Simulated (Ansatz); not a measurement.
Results of PBE-D4 (Ansatz, a program for electronic structure, plane waves, PAW) for 2H WSe₂.

Settings: plane-wave cutoff 500 eV, 12×12×4 k mesh (along the axes of the cell as run), gaussian smearing 0.02 eV, no spin polarisation, scalar-relativistic PAW data made under PBE.

Computed at the level's own relaxed cell.

Task: Give the computed volume per atom, lattice constant a, lattice parameter c and band gap.

Result: 
volume per atom: 19.91 Å³/atom
lattice constant a: 3.279 Å
lattice parameter c: 12.832 Å
band gap: 0.91 eV (on the SCF k mesh)

Measured, for comparison: band gap 1.2 eV (room temperature, no zero-point or thermal correction, bulk 2H; as tabulated in Bastos et al. (2019), arXiv:1903.08112); lattice constant a 3.282 Å, lattice parameter c 12.96 Å (300 K, no zero-point or thermal correction; as tabulated in arXiv:1605.07067). Computed (rounded) less measured: lattice constant a -0.1 %, lattice parameter c -1.0 %. A static lattice is as a rule a little smaller and stiffer than an uncorrected measurement, which narrows the difference in the lattice parameter c and would widen misses of the other sign.

Spin–orbit coupling is not included.

Computed values are for the static lattice.
